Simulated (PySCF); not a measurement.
What builds the first ionisation energy along the second row

Calculated with PySCF 2.14 from differences of total energies of unrestricted determinants, without spin-orbit coupling. Each column adds one step, in eV (sums use unrounded values): valence MP2, valence CCSD, valence triples, then the next inner shell at CCSD(T) (Be 1s, B 1s, C 1s, N 1s, O 1s, F 1s, Ne 1s). References (NIST) marked * lie between the lowest fine-structure levels; the others compare directly ((s) semi-empirical, (t) theoretical).

| element | UHF | + MP2 | + CCSD | + (T) | + inner shell | sum | reference |
| --- | --- | --- | --- | --- | --- | --- | --- |
| Be [He] 2s2 → [He] 2s1 (aug-cc-pCVTZ-DK, spin-free X2C) | 8.044 | 0.782 | 0.464 | 0.000 | 0.014 | 9.304 | 9.323 |
| B [He] 2s2 2p1 → [He] 2s2 (aug-cc-pCVTZ-DK, spin-free X2C) | 8.033 | 0.228 | -0.088 | 0.037 | 0.020 | 8.230 | 8.297 |
| C [He] 2s2 2p2 → [He] 2s2 2p1 (aug-cc-pCVTZ-DK, spin-free X2C) | 10.793 | 0.456 | -0.098 | 0.028 | 0.021 | 11.201 | 11.262 |
| N [He] 2s2 2p3 → [He] 2s2 2p2 (aug-cc-pCVTZ-DK, spin-free X2C) | 13.888 | 0.694 | -0.141 | 0.026 | 0.023 | 14.490 | 14.545 |
| O [He] 2s2 2p4 → [He] 2s2 2p3 (aug-cc-pCVTZ-DK, spin-free X2C) | 12.022 | 1.313 | 0.033 | 0.050 | 0.015 | 13.433 | 13.608 |
| F [He] 2s2 2p5 → [He] 2s2 2p4 (aug-cc-pCVTZ-DK, spin-free X2C) | 15.656 | 1.649 | -0.110 | 0.062 | 0.015 | 17.272 | 17.427 |
| Ne [Ne] → [He] 2s2 2p5 (aug-cc-pCVTZ-DK, spin-free X2C) | 19.670 | 1.982 | -0.277 | 0.071 | 0.015 | 21.461 | 21.597 |

What remains against the references is mostly basis incompleteness.

**Question.** What share of the correlation contribution for Ne comes from the inner shell?

**Answer.** The four steps add to 1.791 eV, of which the inner shell gives 0.015 eV, or 1 %.
